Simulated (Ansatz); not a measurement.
Ideal-gas functions of CH₄BS, SMILES `C[B]S` radical at 400 K and 1 bar, from an Ansatz frequency run at PBE0-D4/def2-TZVP.

Molar mass 58.92 g/mol, point group Cs (symmetry number 1), electronic degeneracy 2, moments of inertia 8.599, 104.034, 109.56 u Å². Harmonic wavenumbers (cm⁻¹, unscaled): 61, 255, 415, 672, 815, 820, 934, 1134, 1321, 1434, 1437, 2672, 3022, 3097, 3103.

Use S(trans) = R[1.5 ln M + 2.5 ln T − 1.1517]; rotational temperatures θ = 24.2544 K / I; S(rot) = R[ln(√π/σ · √(T³/θAθBθC)) + 1.5]; for each mode x = 1.438777 ν̃/T, S = R[x/(eˣ − 1) − ln(1 − e⁻ˣ)] and H = RT x/(eˣ − 1); 1 cm⁻¹ = 0.0119627 kJ/mol; R = 8.31446 J/(mol·K).

By hand: the entropy, in J/(mol·K).

Translation 165.8. Rotation: θ = 2.8206, 0.2331, 0.2214 K, giving 100.0. Vibration, mode by mode: 20.94, 9.32, 5.71, 2.74, 1.83, 1.80, 1.30, 0.73, 0.42, 0.30, 0.29, 0.01, 0.00, 0.00, 0.00, in all 45.4. Electronic 5.8. Sum 317.0 J/(mol·K).

By hand: H − E and G − E in kJ/mol, counted from the electronic energy.

Zero-point energy ½ × 21192 × 0.0119627 = 126.8; thermal vibration 9.3; translation, rotation and pV give 4 RT = 13.3. H − E = 149.4 kJ/mol, and G − E = 149.4 − 400 × 317.0/1000 = 22.6 kJ/mol.

Vibration gives 14 % of the entropy, 20.9 J/(mol·K) of it from the mode under 150 cm⁻¹: soft modes count most, and the harmonic formula is weakest for them. The sum counts one conformer and one mirror image; others add a mixing term.
